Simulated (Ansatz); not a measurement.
Debugging a ladder of methods at one geometry of MgSi (charge +1) (the Python package of Ansatz (0.2.0)).

Notebook, run cell by cell (the value of a cell's last expression is shown):

```python
from pathlib import Path

import ansatz as az
import numpy as np
```

```python
molecule = (
    az.Crystal.molecule()
    .atom('Mg', (0.0, 0.0, 0.0))
    .atom('Si', (0.0, 0.0, 2.57))
)
```

```python
setup = (
    molecule.calculation()
    .basis(gaussian='cc-pVDZ')
    .charge(1)
    .spin('collinear', total=1)
    .basis(500)
)
```

```python
print('functional    E (Ha)        dipole (D)   HOMO (eV)  LUMO (eV)')
for name in ['revpbe', 'hse06', 'lda', 'r2scan', 'pbe0']:
    rep = setup.functional(name).forces().orbitals().run(threads=1, backend='cpu', runs_dir='runs').report
    lines = Path(rep['orbitals_path']).read_text().splitlines()
    field_of = lambda key: [line.split('=')[1].strip() for line in lines if line.startswith(key)]
    orbitals = [(27.211386 * float(e), s, float(n)) for e, s, n in zip(field_of('Ene='), field_of('Spin='), field_of('Occup='))]
    homo = max(e for e, _, n in orbitals if n > 0.5)
    lumo = min(e for e, _, n in orbitals if n < 0.5)
    dipole = 4.803205 * np.linalg.norm(rep['charge_distribution']['dipole_moment_e_ang'])
    print(f'{name:10s} {rep["free_energy_ev"] / 27.211386246:14.6f} {dipole:9.3f} {homo:11.3f} {lumo:10.3f}')
```

    functional    E (Ha)        dipole (D)   HOMO (eV)  LUMO (eV)
    Traceback (most recent call last):
      File "<cell 4>", line 3, in <module>
        rep = setup.functional(name).forces().orbitals().run(threads=1, backend='cpu', runs_dir='runs').report
              ~~~~~~~~~~~~~~~~~~~~~~~~~~~~~~~~~~~~~~~~~~~~~~^^^^^^^^^^^^^^^^^^^^^^^^^^^^^^^^^^^^^^^^^^^
      ...
    ansatz.RefusalError: invalid value for `basis.gaussian`: such a run doesn't read basis.ecutwfc; remove what it names

What is wrong, and how is it mended?

The fault: a plane-wave cutoff beside a Gaussian basis. The correction:

```diff
--- before
+++ after
@@
     .spin('collinear', total=1)
-    .basis(500)
 )
```

Run as a notebook:

(earlier cells as before)

```python
setup = (
    molecule.calculation()
    .basis(gaussian='cc-pVDZ')
    .charge(1)
    .spin('collinear', total=1)
)
```

```python
print('functional    E (Ha)        dipole (D)   HOMO (eV)  LUMO (eV)')
for name in ['revpbe', 'hse06', 'lda', 'r2scan', 'pbe0']:
    rep = setup.functional(name).forces().orbitals().run(threads=1, backend='cpu', runs_dir='runs').report
    lines = Path(rep['orbitals_path']).read_text().splitlines()
    field_of = lambda key: [line.split('=')[1].strip() for line in lines if line.startswith(key)]
    orbitals = [(27.211386 * float(e), s, float(n)) for e, s, n in zip(field_of('Ene='), field_of('Spin='), field_of('Occup='))]
    homo = max(e for e, _, n in orbitals if n > 0.5)
    lumo = min(e for e, _, n in orbitals if n < 0.5)
    dipole = 4.803205 * np.linalg.norm(rep['charge_distribution']['dipole_moment_e_ang'])
    print(f'{name:10s} {rep["free_energy_ev"] / 27.211386246:14.6f} {dipole:9.3f} {homo:11.3f} {lumo:10.3f}')
```

    functional    E (Ha)        dipole (D)   HOMO (eV)  LUMO (eV)
    revpbe        -489.123531     4.117      -9.873     -9.555
    hse06         -488.982937     4.357     -10.465     -9.049
    lda           -487.108894     3.860      -9.858     -9.859
    r2scan        -489.159309     4.323     -10.198     -9.428
    pbe0          -488.994053     4.386     -10.857     -8.660

Caveats:
- Total energies depend on the basis set; only differences at equal settings carry meaning.
- The geometry is a force-field or estimated start, not a minimum of this method, and the basis set is short of its limit. A lower total doesn't mark the better method: functionals have no common bound, and MP2 and coupled cluster aren't variational.
- The species is open-shell (spin multiplicity 2).
- The expectation value of S² is noticeably off S(S+1) in at least one run, so that state is spin-contaminated.
- An ion's dipole depends on the origin; the program takes it about the centre of nuclear charge.
- Levels such as HOMO and LUMO are orbital energies: with these approximate functionals they aren't the ionisation energy and electron affinity, and their gap isn't the fundamental gap.
- For Al to Cl the sets with a tight d function, cc-pV(X+d)Z, are usual.
- hse06 follows the composition of plane-wave codes, whose totals differ by tens of mHa, up to about 0.1 Ha, from the form usual in Gaussian-basis programs (wpbeh).
- The spin state was assumed, and another may lie lower.
- Timing: 50 s on 1 thread of AMD EPYC 7R43 64-Core Processor (Zen 3), on a shared host, peak memory 0.2 GiB.

(Lines on the test bed's own set-up are left out of the output.)
